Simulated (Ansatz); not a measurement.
Cartesian coordinates (Å):
SMILES: CCl
```xyz
5

C     -0.1456    -0.0089     0.0037
Cl     1.6235     0.0995    -0.0418
H     -0.4812    -0.5831    -0.8567
H     -0.4401    -0.5047     0.9257
H     -0.5567     0.9972    -0.0310
```
Charge 0, spin multiplicity 1.

Calculation: Ansatz (an electronic-structure program) with frozen-core CCSD(T)/cc-pVTZ // PBE0-D4/def2-TZVP.

```yaml
HF energy: -499.14763 Ha
MP2 correlation energy: -0.37256 Ha
```

Estimate the CCSD correlation energy, the (T) correction, the total energy and the T1 diagnostic.


| Item | Value |
|---|---|
| CCSD correlation energy | -0.40307 Ha |
| (T) correction | -0.01514 Ha |
| CCSD(T) total energy | -499.56584 Ha |
| T1 diagnostic | 0.008 |
